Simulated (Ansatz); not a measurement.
# C2H4N: the cost of one run

Program: Ansatz 0.2.0. Level of theory: UKS PBE0/def2-SVP. These are calculated values, not measurements.

### 1 The starting structure

Bond lengths: C1–C2 1.279 Å, C2–N3 1.327 Å, C1–H4 1.035 Å, C1–H5 1.134 Å, C2–H6 1.110 Å, N3–H7 1.087 Å. Angles: C1–C2–N3 125.4°, C1–C2–H6 114.6°, N3–C2–H6 120.0°, C2–C1–H4 122.4°, C2–C1–H5 122.0°, H4–C1–H5 115.6°, C2–N3–H7 105.9°.

As a file:

```xyz
7

C    -0.8716    0.2863   -0.3849
C     0.2682    0.0307    0.1353
N     0.8146   -1.1747    0.2372
H    -1.4670   -0.4495   -0.8042
H    -1.2782    1.3430   -0.4513
H     0.8135    0.9210    0.5114
H     1.7818   -1.0248    0.7108
```

### 2 Relaxing end A

Input file input.yaml:

```yaml
crystal:
  periodic: [false, false, false]
  atoms:
    - { symbol: C, position_ang: [-0.8716, 0.2863, -0.3849] }
    - { symbol: C, position_ang: [0.2682, 0.0307, 0.1353] }
    - { symbol: "N", position_ang: [0.8146, -1.1747, 0.2372] }
    - { symbol: H, position_ang: [-1.467, -0.4495, -0.8042] }
    - { symbol: H, position_ang: [-1.2782, 1.343, -0.4513] }
    - { symbol: H, position_ang: [0.8135, 0.921, 0.5114] }
    - { symbol: H, position_ang: [1.7818, -1.0248, 0.7108] }
magnetization:
  spin_polarized: true
  initial_magnetization: 1
basis:
  gaussian: { orbitals: def2-SVP }
hamiltonian:
  xc: pbe0
relax:
  f_tol: 0.015
  max_steps: 40
```

Run with:

```bash
ansatz run input.yaml --threads 1 --pin off --max-ram 2048MiB --backend cpu --events-out ev --progress --plain --runs-dir out
```

**Question.** How long does this run take on 1 thread of Intel Xeon 6975P-C (Granite Rapids), shared host, and how much memory does it need?

About 10 s, with a peak of 0.14 GiB.
